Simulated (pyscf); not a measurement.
# Addition across a multiple bond or ene-type step: HP=GaH + silane (SiH₄) -> H₃Si–GaH–PH₂

Gas phase, singlet surface, charge 0. Bonds broken: Si5–H6. Bonds formed: P1–H6, Ga2–Si5. Optimised with ωB97X-D3(BJ)/def2-SVP in PySCF. Correlated levels are frozen-core, on RHF or UHF. ΔMP2 is the change of the MP2 total energy from the triple- to the quadruple-zeta basis.

Transition state (Å):

```xyz
9

P     -0.5754     0.4851     2.4989
Ga    -1.3740     0.9025     0.5053
H      0.5613    -0.1758     1.9511
H     -2.4271     1.7430    -0.2580
Si     0.7534     0.8560    -0.9562
H      0.2653     1.3579     0.7531
H      0.9988     2.1696    -1.6143
H      0.2436    -0.1041    -1.9842
H      2.0161     0.3086    -0.3864
```

One imaginary mode, 1146i cm⁻¹; descent along it reached the two sides named, in the forms told below.

```csv
bond,change,reactant side (Å),saddle,product side
Si5–H6,breaks,1.505,1.847,4.9
P1–H6,forms,3.5,2.125,1.422
Ga2–Si5,forms,3.3,2.581,2.395
```

Electronic energies relative to the separated reactants (kcal/mol):

```tsv
level	barrier	reaction energy	reverse barrier
ωB97X-D3(BJ)/def2-TZVP	24.7	-37.3	62.0
PBE/def2-TZVP	18.0	-29.8	47.8
r²SCAN/def2-TZVP	18.9	-31.8	50.8
B3LYP-D3(BJ)/def2-TZVP	24.6	-30.1	54.6
PBE0-D3(BJ)/def2-TZVP	19.6	-34.1	53.7
M06-2X/def2-TZVP	26.4	-29.7	56.1
ωB97M-D3(BJ)/def2-TZVP	27.6	-31.1	58.7
HF/def2-TZVP	47.6	-30.2	77.7
MP2/def2-QZVPP	22.0	-30.3	52.3
CCSD/def2-TZVPP	28.3	-31.7	60.0
CCSD(T)/def2-TZVPP	24.2	-30.9	55.1
CCSD(T)/def2-TZVPP + ΔMP2(QZVPP)	23.0	-30.8	53.8
```

With CCSD(T)/def2-TZVPP + ΔMP2(QZVPP) energies and thermal terms (ideal gas, 1 atm, RRHO with modes under 100 cm⁻¹ raised to 100, one conformer, R ln 2 for chiral ones without a mode under 150 cm⁻¹), in kcal/mol:

| T (K) | ΔH‡ | ΔG‡ | ΔH | ΔG |
|---|---|---|---|---|
| 298 | 22.8 | 32.3 | -29.1 | -20.3 |
| 600 | 23.3 | 41.7 | -28.1 | -11.8 |
| 900 | 24.0 | 50.7 | -26.9 | -4.0 |
| 1200 | 24.8 | 59.5 | -25.8 | +3.5 |

On the reactant side the descent ends in a complex, 5.0 kcal/mol under the separated species and 29.7 kcal/mol under the saddle at ωB97X-D3(BJ)/def2-TZVP. At the saddle there is also a short Ga–H contact that neither side keeps. The same reactants have a lower exit, to H₃Si–PH–GaH₂ (barrier +12.8 kcal/mol at ωB97M-D3(BJ)/def2-TZVP, against +27.6 kcal/mol here). HP=GaH lies 17.6 kcal/mol over its isomer H₂P–Ga [singlet] (electronic energy, ωB97M-D3(BJ)/def2-TZVP). One saddle was located; it need not be the lowest between these sides. The CCSD(T) − MP2 part came from Ansatz, without density fitting, on the same reference. The frozen core leaves the outer d or s,p core shells of the metals and heavy elements correlated in the MP2 and CC values, and def2-TZVPP describes them poorly, which can shift differences by a few kcal/mol. Elements up to Kr have no core potential and no relativistic terms here.
